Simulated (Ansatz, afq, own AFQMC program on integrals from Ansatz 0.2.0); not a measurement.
**PtCO⁺, doublet: AFQMC among the cluster methods**

```xyz
3

Pt    0.0000    0.0476    1.6312
C     0.0000   -0.2066   -0.2752
O     0.0000    0.1591   -1.3560
```

Connectivity, by distances: Pt–C–O.

Basis def2-SVP with its core potentials. Only valence electrons are correlated. Ansatz 0.2.0 and our own AFQMC program on the same integrals; the CISD trial comes from CCSD amplitudes, and released means the phaseless constraint is let go. Error bars are statistical, one sigma. No spin–orbit coupling. The metal's outer-core s and p shells are frozen, which shifts wave-function levels against functionals.

Determinant: UHF, the one that the program's search chose, which needn't be the lowest solution. The geometry is a PBE0/def2-TZVP stationary point of this or a neighbouring charge and spin state.

No full CI on the walks' own integrals is used here; CCSDT(Q) serves as the reference and is uncertain by about the last step of the cluster series.

Cautions: no spin-orbit coupling; outer-core shells of the metal frozen; higher spins were not checked; the released energies are still falling, so no released level is given (meV from the phaseless value at times in 1/Eh: -4 ± 10 at 0.24, -8 ± 8 at 0.60, -18 ± 10 at 1.20, -20 ± 10 at 1.80, -81 ± 18 at 2.60).

The T1 diagnostic is 0.0262 and the weight of the determinant in the CISD state is 0.832. The ⟨S²⟩ of the determinant is 0.755 and the size of the correlated space is 19 electrons in 54 orbitals.

```json
{"level": "MP2", "correlation energy (eV)": "-13.7015"}
{"level": "CCSD", "correlation energy (eV)": "-13.6058"}
{"level": "CCSD(T)", "correlation energy (eV)": "-14.1261"}
```

Q: Estimate where phaseless AFQMC with a CISD trial lies against CCSD(T) on the same integrals.

A: 2.6 ± 0.9 kJ/mol below CCSD(T).

Reference: CCSDT(Q), correlation energy -14.190 eV.

| level | E − E(reference) (kJ/mol) | share of correlation (%) |
| --- | --- | --- |
| CCSD(T) | 6.2 | 99.55 |
| CCSDT | 5.1 | 99.63 |
| ph-AFQMC/HF | -2.1 ± 5.6 | 100.16 |
| ph-AFQMC/CISD | 3.6 ± 0.9 | 99.74 |

A walk keeps the symmetry of its determinant, which the program's search chose and which needn't be the lowest solution, so a lower state of the same spin and another symmetry isn't excluded.
